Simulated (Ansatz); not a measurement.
# HCl (singlet): from Hartree-Fock to the top rungs at distance Cl1–H2 = 1.760 Å, cc-pVDZ

How much of the correlation energy of HCl (singlet) does each wave-function method recover here?

Method: cc-pVDZ, core rule «outside noble gas», up to 5 orbitals frozen; program: Ansatz 0.2.0, Gaussian basis.

The runs, in order: UHF; CCSD(T) on RHF; CCSD(T) on UHF; BCCD(T) on RHF; CISD; CCSDT(Q) on RHF; CCSDT(Q) on UHF; CISDTQ; CCSDTQ on RHF; CCSDTQ on UHF; CASSCF and MRCISD+Q, 2 electrons in 2 orbitals; CASSCF and NEVPT2, 2 electrons in 2 orbitals; CASSCF and MRCISD+Q, 8 electrons in 5 orbitals; CASSCF and NEVPT2, 8 electrons in 5 orbitals; Full CI.

17 further runs of the same task are left out: 12 that didn't finish, 5 set aside as unsound or not needed.

### 1 What is computed

The geometry derives from a PBE0/def2-TZVP stationary point (not a proven minimum). One bond is set to the value named and the two fragments are kept rigid.

2 atoms, charge 0, spin multiplicity 1.

Atoms are counted from 1 here; the program's logs count them from 0.

No contacts short enough for the rule that draws bonds.

As a file:

```xyz
2
charge 0, multiplicity 1
Cl    0.0000    0.0000    0.0000
H     0.0000    0.0000    1.7600
```

### 2 UHF

in.yaml

```yaml
crystal:
  periodic: [false, false, false]
  atoms:
    - {symbol: Cl, position_ang: [0.000000, 0.000000, 0.000000]}
    - {symbol: H, position_ang: [0.000000, 0.000000, 1.760000]}
basis:
  gaussian: {orbitals: cc-pVDZ}
magnetization: {spin_polarized: true, initial_magnetization: 0}
hamiltonian: {xc: hf}
output: {orbitals: {seedname: orbitals}}
```

Command:

```sh
> ansatz run in.yaml --threads 1 --pin off --events-out ev --progress --plain --max-ram 2393MiB
```

After this run come: CCSD(T) on RHF; CCSD(T) on UHF; BCCD(T) on RHF; CISD; CCSDT(Q) on RHF; CCSDT(Q) on UHF; CISDTQ; CCSDTQ on RHF; CCSDTQ on UHF; CASSCF and MRCISD+Q, 2 electrons in 2 orbitals; CASSCF and NEVPT2, 2 electrons in 2 orbitals; CASSCF and MRCISD+Q, 8 electrons in 5 orbitals; CASSCF and NEVPT2, 8 electrons in 5 orbitals; Full CI.

Before running them: what should the planned runs give, taken together? Wanted: FCI below the RHF energy; RMP2 from FCI; RCCSD from FCI; RCCSD(T) from FCI; RCCSDT(Q) from FCI; NEVPT2 pair from FCI; MRCISD+Q pair from FCI; NEVPT2 valence from FCI; T1 diagnostic.

The runs gave:

| quantity | value |
| --- | --- |
| FCI below the RHF energy | -4.8408 eV |
| RMP2 from FCI | +680.9 meV |
| RCCSD from FCI | +120.4 meV |
| RCCSD(T) from FCI | +22.4 meV |
| RCCSDT(Q) from FCI | +0.9 meV |
| NEVPT2 pair from FCI | +453.1 meV |
| MRCISD+Q pair from FCI | -9.6 meV |
| NEVPT2 valence from FCI | +834.2 meV |
| levels within 1 kcal/mol (43 meV) | RCCSD(T), BCCD(T), RCCSDT, CISDTQ, RCCSDT(Q), RCCSDTQ, MRCISD+Q pair, MRCISD+Q valence |
| T1 diagnostic | 0.011 |
| effectively unpaired electrons | 0.09 |

RCCSD(T) lands +22.4 meV from the yardstick (0.5 % of the correlation energy). MRCISD+Q pair, MRCISD+Q valence fall below full CI: the +Q correction isn't variational, and the cores differ from full CI's. One determinant dominates. Of the multireference levels listed MRCISD+Q valence comes nearest in total energy (-9.0 meV), which doesn't show that its space is the better one. These misses are within one basis, not against nature.
